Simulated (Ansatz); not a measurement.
A run of Ansatz (development build ahead of 0.2.0) on triplet NPS at this shape:

| atom | x (Å) | y (Å) | z (Å) |
| --- | --- | --- | --- |
| N | 0.0000 | 0.0000 | 0.0000 |
| P | 0.0000 | 4.2987 | 0.0000 |
| S | 0.0000 | -4.2504 | 0.0000 |

Its results:

* Converged: yes
* Total energy: -793.59245 hartree
* Spin squared of the determinant: 4.993
* Stability test: minimum

Task: Which input gives this output? Name the method, the orbitals and the basis set, and write the input.

Result: PBE (unrestricted) in pcseg-2.

```yaml
crystal:
  periodic: [false, false, false]
  atoms:
    - { symbol: "N", position_ang: [0.0, 0.0, 0.0] }
    - { symbol: P, position_ang: [0.0, 4.2987, 0.0] }
    - { symbol: S, position_ang: [0.0, -4.2504, 0.0] }
basis:
  gaussian: { orbitals: pcseg-2 }
magnetization:
  spin_polarized: true
  initial_magnetization: 2
hamiltonian:
  xc: pbe
```

Caution: charge can spread falsely over distant fragments; the unrestricted determinant is a mixture of spin states; other spin multiplicities may lie lower.
